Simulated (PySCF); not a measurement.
Structure with atom numbers: `[CH3:1]/[CH:2]=[CH:3]/[C:4]([CH3:5])=[O:6]`. Hydrogens are named by the atom that carries them.

GIAO PBE0/pcSseg-1 shifts (PySCF 2.14, gas phase, non-relativistic, equivalent atoms averaged), each against references optimised in the same way as the molecule (TMS, H2O).

On the GFN2-xTB geometry: C4 198.2, C2 153.3, C3 133.8, C5 33.5, C1 22.1, O6 626.4, H(C2) 7.40, H(C3) 6.27, H(C5) 2.15, H(C1) 2.07 ppm.

Q: What changes on the PBE0-D3(BJ)/def2-SVP geometry?

A: 
| atoms | δ (ppm) | change |
| --- | --- | --- |
| C4 | 198.4 | +0.2 |
| C2 | 150.7 | -2.6 |
| C3 | 141.6 | +7.8 |
| C5 | 26.2 | -7.3 |
| C1 | 21.6 | -0.5 |
| O6 | 697.7 | +71.3 |
| H(C2) | 6.61 | -0.79 |
| H(C3) | 6.03 | -0.24 |
| H(C5) | 2.16 | +0.01 |
| H(C1) | 2.00 | -0.07 |

Bonds between heavy atoms that differ most (equivalent bonds averaged): C2–C3 1.332 → 1.341 Å, C3–C4 1.473 → 1.481 Å, C1–C2 1.483 → 1.488 Å. Mean change of bonds to hydrogen: C–H +0.013 Å. The two structures also differ in conformation, which adds to the changes.
